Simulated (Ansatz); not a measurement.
# How far each method lies from UCCSDT(Q) for Ga–P–SH⁺, triplet

Geometry: that of the Ga–P–SH, doublet, kept fixed.

| atom | x (Å) | y (Å) | z (Å) |
| --- | --- | --- | --- |
| Ga | 0.0000 | -0.1811 | 1.2543 |
| P | 0.0000 | 1.1308 | -0.8246 |
| S | 0.0000 | -0.6909 | -1.8333 |
| H | 0.0000 | -0.2437 | -3.1036 |

Basis cc-pVDZ; Ansatz 0.2.0. Correlated methods freeze the noble-gas cores and the filled d shells of p-block atoms, which leaves 14 electrons in 44 orbitals. Prefix R: restricted or restricted open-shell reference; prefix U: unrestricted. Active spaces: valence = (10e, 11o, short of the full valence) chosen from the atoms' valence shells. No spin–orbit coupling is included, and no scalar relativity.

Full CI isn't at hand for all of this; UCCSDT(Q) serves as the reference, and is uncertain by about the last step of the cluster series. The frozen core follows each run's orbitals, which can shift R against U totals by a few meV for light atoms and by up to 0.1 eV past Ca.

The UHF ⟨S²⟩ is 2.065, the T1 diagnostic (RCCSD) is 0.0341 and the largest doubles amplitude (RCCSD) is 0.063. The T1 diagnostic (UCCSD) is 0.0291.

```
   level  E − E(RHF) (eV)
     UHF          -0.3029
    UMP2          -7.1137
   UCCSD          -8.2774
UCCSD(T)          -8.5731
```

(1) Estimate how far UCCSDT(Q) in cc-pVDZ lies from UCCSD(T). The table doesn't fix it; the size of (T) and the diagnostics are the guide.

(1) UCCSDT(Q) in cc-pVDZ lies 6.7 kJ/mol below UCCSD(T), which is 23 % of the (T) step (-28.5 kJ/mol). T1 is raised, but (T) still catches most of what CCSD lacks. The miss exceeds 1 kcal/mol.

The other levels:

```tsv
level	E − E(UCCSDT(Q)) (kJ/mol)	share of correlation (%)	wall time
UCCSDT	2.5	99.70	–
```

The correlation energy at UCCSDT(Q), counted from RHF, is -8.642 eV. That run took 75 s on 1 thread of Arm Neoverse V1, shared host.

Run but not shown, since their state or frozen core can't be matched to the reference's or they repeat it: RHF, RMP2, RCCSD, RCCSD(T), BCCD(T), RCCSDT, RCCSDT(Q), CASSCF (valence space), NEVPT2 (valence space).

Times hold each run's SCF and search for its determinant on a shared host, so for small cases they say little of a method's own cost; they ran on 1 thread of Arm Neoverse V1.

Natural occupations of CASSCF (valence space) about the gap: 1.982 1.976 1.964 1.914 1.007 0.999 0.037 0.037 0.034 0.028; effectively unpaired electrons, Σ n²(2−n)², 2.06.
